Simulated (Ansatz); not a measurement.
Cuprite Ag2O, treated with Hartree–Fock (plane waves, PAW; Ansatz, an electronic-structure program).

Input:

Ansatz 0.2 input:
```yaml
crystal:
  lattice:
    - [4.745, 0.0, 0.0]
    - [0.0, 4.745, 0.0]
    - [0.0, 0.0, 4.745]
  atoms:
    - { symbol: Ag, position: [0.75, 0.25, 0.75] }
    - { symbol: Ag, position: [0.25, 0.75, 0.75] }
    - { symbol: Ag, position: [0.75, 0.75, 0.25] }
    - { symbol: Ag, position: [0.25, 0.25, 0.25] }
    - { symbol: O, position: [0.0, 0.0, 0.0] }
    - { symbol: O, position: [0.5, 0.5, 0.5] }
basis:
  ecutwfc: 460
  ecutrho_ratio: 4
  xc_grid: 2
kpoints:
  mp_grid: { grid: [6, 6, 6] }
hamiltonian:
  xc: hf
  dispersion: none
  pseudopotentials: { kind: paw }
scf:
  occupations: { method: fermi_dirac, width: 0.01 }
  convergence: { dr2_threshold: 0.0000000006 }
output:
  forces: true
  stress: true
  eigenvalues: true
```

Excerpt of the program's output:

```
WARN output.stress: scf.exx.energy_threshold = 1e-6 eV is looser than the 6e-8 eV advised for a stress under a hybrid functional (1e-8 eV for each atom of the …
Crystal: 6 atoms, lattice volume = 106.834 Å³
Basis set: ecut = 460 eV, 2373 PW (Γ), exchange–correlation on 72×72×72 points (8 copies of the dense FFT grid, shifted against one another)
Bands: 53, of which v1, the nominal top of the filled ones, is band 44 counted from 1 (43 counted from 0)
Symmetry: 48 space group operations
Space group: Pn-3m (ITA 224), of the structure as read, at distance tolerance 4.7e-5 Å
k-points: 20 of 216
Functional: x = pbe(κ = 0.804, μ = 0.2195149727645171), c = none, warm-up for x = 0 pbe(κ = 0.804, μ = 0.2195149727645171) + 1 exact, c = none
SCF iter   1: F=—  HF=-31204.851208 eV  |F-HF|=—  |Δ(HF+E_count)|=         —  Δρ=2.08e-2  dr2=3.71e-1
SCF iter   2: F=—  HF=-31204.797623 eV  |F-HF|=—  |Δ(HF+E_count)|=   5.36e-2  Δρ=1.31e-2  dr2=1.86e-1
  ...
Crystal: 6 atoms, lattice volume = 106.834 Å³
Initial density: handed on by an earlier stage of this run
Functional: x = 0 pbe(κ = 0.804, μ = 0.2195149727645171) + 1 exact, c = none
Crystal: 6 atoms, lattice volume = 106.834 Å³
Crystal: 6 atoms, lattice volume = 106.834 Å³
Crystal: 6 atoms, lattice volume = 106.834 Å³
SCF iter   4: F=—  HF=-31248.021102 eV  |F-HF|=—  |Δ(HF+E_count)|=   1.75e-8  Δρ=6.02e-6  dr2=3.99e-8
SCF iter   5: F=-31248.021102 eV  HF=-31248.021102 eV  |F-HF|=1.67e-10  |Δ(HF+E_count)|=   1.49e-8  Δρ=5.16e-7  dr2=2.20e-10
SCF 5 converged in 5 iterations: F = -31248.021102 eV  dr2 = 2.20e-10
Free energy (F): -31248.021102 eV
Internal energy: -31248.021102 eV  (E = F + TS)
E sigma→0 (E₀):  -31248.021102 eV
Fermi energy:    10.967709 eV
--- Stress (GPa, compression-positive) ---
       11.177512      -0.000000       0.000000
       -0.000000      11.177512       0.000000
        0.000000       0.000000      11.177512
  P = ⅓ Tr σ = 11.1775 GPa (111.775 kbar)
```

The PAW data were made under PBE.

Note: cell and atoms aren't relaxed at this level (pressure 11.2 GPa).
